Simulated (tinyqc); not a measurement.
Worked calculation: CIS on RHF in the sto-3g basis, frozen core, for LiH, spin multiplicity 1. One step of it, computed by the program tinyqc.

Problem. Orthogonalisation. S = U s U^T; symmetric (Loewdin) form X = U s^(-1/2) U^T, so that X^T S X = 1.

overlap S, order 1Li 1s, 1Li 2s, 1Li 2px, 1Li 2py, 1Li 2pz, 2H 1s:
$$\begin{pmatrix}
1.000000 & 0.241137 & 0.000000 & 0.000000 & 0.000000 & 0.036221 \\
0.241137 & 1.000000 & 0.000000 & 0.000000 & 0.000000 & 0.326643 \\
0.000000 & 0.000000 & 1.000000 & 0.000000 & 0.000000 & 0.000000 \\
0.000000 & 0.000000 & 0.000000 & 1.000000 & 0.000000 & 0.000000 \\
0.000000 & 0.000000 & 0.000000 & 0.000000 & 1.000000 & 0.451563 \\
0.036221 & 0.326643 & 0.000000 & 0.000000 & 0.451563 & 1.000000
\end{pmatrix}$$

Give: eigenvalues of S; X.

Solution.

eigenvalues of S: [0.4314, 0.8019, 1.0000, 1.0000, 1.1790, 1.5877]

X, order 1Li 1s, 1Li 2s, 1Li 2px, 1Li 2py, 1Li 2pz, 2H 1s:
$$\begin{pmatrix}
1.0234 & -0.1305 & 0.0000 & 0.0000 & -0.0072 & 0.0167 \\
-0.1305 & 1.0775 & 0.0000 & 0.0000 & 0.0740 & -0.2097 \\
0.0000 & 0.0000 & 1.0000 & 0.0000 & 0.0000 & 0.0000 \\
0.0000 & 0.0000 & 0.0000 & 1.0000 & 0.0000 & 0.0000 \\
-0.0072 & 0.0740 & 0.0000 & 0.0000 & 1.1000 & -0.2846 \\
0.0167 & -0.2097 & 0.0000 & 0.0000 & -0.2846 & 1.1530
\end{pmatrix}$$
